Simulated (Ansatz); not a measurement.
fcc Al, treated with r²SCAN (PAW; Ansatz, a quantum-chemistry and plane-wave program).

Numerical settings: plane-wave cutoff 600 eV, 16×16×16 k mesh, Fermi–Dirac smearing 0.1 eV, finite displacements, force constants from a 4×4×4 q mesh, scalar-relativistic PAW data made under PBE.

Task: What does this level give for the zero-point energy?

Result: 
zero-point energy: 0.043 eV/atom

It cost very roughly 5 core-minutes of CPU time.
